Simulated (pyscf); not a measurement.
## Insertion: `[CH3][Si][Cl]` [singlet] + `[H][H]` -> `[CH3][SiH2][Cl]`

Gas phase, singlet surface, charge 0. Bonds broken: H4–H8. Bonds formed: Si2–H4, Si2–H8. PySCF, gas phase, ωB97X-D3(BJ)/def2-SVP geometries.

Transition state (Å):

```xyz
8

C      0.7410     0.4483     0.8580
Si     0.1900     1.0914    -0.8313
Cl    -1.1813     2.6455    -0.5915
H     -0.3313     0.0376    -1.8052
H      1.0997    -0.5882     0.7521
H      1.5820     1.0601     1.2181
H     -0.0632     0.4796     1.6060
H     -0.9750    -0.1381    -0.9057
```

One imaginary mode, 1312i cm⁻¹; descent along it reached the two sides named.

```tsv
bond	change	reactant side (Å)	saddle	product side
H4–H8	breaks	0.761	1.120	2.430
Si2–H4	forms	3.0	1.527	1.488
Si2–H8	forms	2.9	1.695	1.488
```

Electronic energies relative to the separated reactants (kJ/mol):

```csv
level,barrier,reaction energy,reverse barrier
ωB97X-D3(BJ)/def2-TZVP,89.2,-221.6,310.8
PBE/def2-TZVP,61.6,-197.2,258.8
r²SCAN/def2-TZVP,60.0,-220.0,280.0
B3LYP-D3(BJ)/def2-TZVP,87.1,-202.7,289.8
PBE0-D3(BJ)/def2-TZVP,65.8,-218.0,283.8
M06-2X/def2-TZVP,97.0,-201.3,298.2
ωB97M-D3(BJ)/def2-TZVP,92.8,-203.6,296.4
HF/def2-TZVP,143.9,-226.7,370.6
```

With ωB97M-D3(BJ)/def2-TZVP energies and thermal terms (ideal gas, 1 atm, RRHO with modes under 100 cm⁻¹ raised to 100, one conformer, R ln 2 for chiral ones without a mode under 150 cm⁻¹), in kJ/mol:

```csv
T (K),ΔH‡,ΔG‡,ΔH,ΔG
298,96.6,133.4,-189.1,-150.7
600,92.5,172.6,-192.4,-110.1
900,91.5,212.9,-192.2,-68.8
1200,92.2,253.3,-190.0,-28.0
```

This is the saddle that the search found; another between the same sides may lie lower.
